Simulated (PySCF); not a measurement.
Molecule: N-allylmethylamine (SMILES C=CCNC).

Bonds (- single, = double, # triple, : aromatic): C1=C2, C2-C3, C3-N4, N4-C5. C1 carries H6, H7; C2 carries H8; C3 carries H9, H10; N4 carries H11; C5 carries H12, H13, H14. H7 is cis to C3; H6 is trans to C3.

Frames of a GFN2-xTB Langevin trajectory at 600 K; GIAO PBE0/pcSseg-1 shieldings in PySCF 2.14.0 with density-fitted response routines, gas phase, non-relativistic; equivalent atoms averaged within each frame.

δ = σ(ref) − σ, references computed at the same level: ¹³C (186.93 ppm), ¹H (31.72 ppm) against TMS; ¹⁵N (267.73 ppm) vs NH3. The references are static minima.

How do the shifts (ppm) fluctuate along the trajectory?

Results:


| time (fs) | C2 | C1 | C3 | C5 | N4 | H8 | H6 | H7 | H12/H13/H14 | H9/H10 |
| --- | --- | --- | --- | --- | --- | --- | --- | --- | --- | --- |
| optimised geometry | 144.9 | 122.0 | 59.9 | 37.5 | 51.2 | 6.79 | 5.30 | 5.38 | 2.69 | 3.32 |
| 250 | 148.7 | 117.8 | 54.0 | 51.8 | 46.4 | 6.76 | 5.91 | 5.05 | 3.98 | 2.84 |
| 425 | 149.3 | 121.8 | 58.4 | 38.0 | 85.7 | 7.23 | 5.69 | 5.44 | 2.95 | 2.27 |
| 625 | 153.1 | 121.3 | 52.1 | 35.5 | 62.8 | 6.38 | 6.10 | 4.94 | 3.29 | 3.75 |
| 800 | 166.4 | 119.6 | 66.6 | 41.6 | 5.5 | 6.92 | 6.56 | 4.97 | 3.03 | 4.65 |
| 1000 | 138.1 | 117.0 | 63.3 | 46.5 | 27.6 | 6.22 | 5.41 | 5.26 | 3.31 | 4.97 |
| mean of frames | 151.1 | 119.5 | 58.9 | 42.7 | 45.6 | 6.70 | 5.93 | 5.13 | 3.31 | 3.70 |
| standard deviation | 10.2 | 2.1 | 6.1 | 6.6 | 31.0 | 0.41 | 0.43 | 0.21 | 0.40 | 1.15 |

5 frames give an uncertainty of the mean of about the standard deviation over 2.2 at best, since frames this close in time may not be independent; classical motion lacks zero-point vibration, and the reference would need the same averaging.
